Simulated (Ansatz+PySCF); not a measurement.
# singlet H₂O: levels of theory in one basis

```yaml
atoms:
  - { symbol: O, position_ang: [0.0000, 0.0000, -0.1292] }
  - { symbol: H, position_ang: [0.0000, 0.8145, 0.5169] }
  - { symbol: H, position_ang: [0.0000, -0.8145, 0.5169] }
```

Basis set: def2-SVP (spherical functions). Left uncorrelated: 1 orbital. Charge 0, multiplicity 1.

Computed with Ansatz (development build ahead of 0.2.0); each method stands on the lowest determinant of its kind that the runs found. NEVPT2 correlates all electrons. Active spaces start from the frontier orbitals, and the lowest solution found is given.

```tsv
method	E − E(RHF) (eV)	<S²> of the determinant
RHF	0.00	0.00
RHF-MP2	-5.64	–
RHF-CCSD	-5.90	–
CASSCF(8,6)	-1.65	–
SC-NEVPT2(8,6)	-5.45	–
```

Question: What does RHF-CCSD(T) give on the same scale?

Answer: -5.99 eV.

Question: Is a single determinant a sound starting point here?

Answer: By this sign, yes. Unrestricted orbitals gain 0.00 eV and <S²> is 0.00 against 0.00 for a pure state. The CASSCF(8,6) natural occupations are 2.00, 2.00, 1.97, 1.97, 0.03, 0.03.
